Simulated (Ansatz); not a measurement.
**Re2SbRh2: from a trial structure to a relaxed crystal**

Theory: DFT PBE, scalar-relativistic, plane waves, PAW in Ansatz 0.2.0. Cutoff 420 eV, Γ-centred k mesh, Gaussian smearing, no spin polarisation in the final step.

A relaxed cell is given with its space group left out.

```xyz
5
Lattice="-1.7846 1.7846 6.7958 1.7846 -1.7846 6.7958 1.7846 1.7846 -6.7958" Properties=species:S:1:pos:R:3 pbc="T T T"
Re    1.7846    0.0000    3.3979
Re    0.0000    1.7846    3.3979
Sb    0.0000    0.0000    0.0000
Rh    0.0000    0.0000    8.1814
Rh    0.0000    0.0000    5.4102
```

Formation energies are uncorrected and refer to the elements' standard structures at the same level.

(1) What space group does it have?

(2) What is its formation energy per atom?

(3) Is it a metal?

## Answers

(1) I4/mmm (No. 139). Conventional cell: a = 3.569 Å, c = 13.592 Å. Re is coordinated by 4 Re at 2.52 Å and 4 Rh at 2.69 Å; Sb has 8 Rh at 2.88 Å; Rh is coordinated by 4 Re at 2.69 Å, 1 Rh at 2.77 Å and 4 Sb at 2.88 Å.

(2) 0.25 eV/atom.

(3) Yes, bands cross the Fermi level on the 14×14×14 mesh.

The final run used a 14×14×14 mesh on its 5-atom cell and 0.10 eV smearing. The k mesh leaves about 4 meV/atom of noise in metals. Spin–orbit coupling is left out. The cell came from a trial start, so Re2SbRh2 may not exist in this structure.

Cost: 3 runs of about 6.1 core-minutes in all, on Arm Neoverse V1 (shared hosts).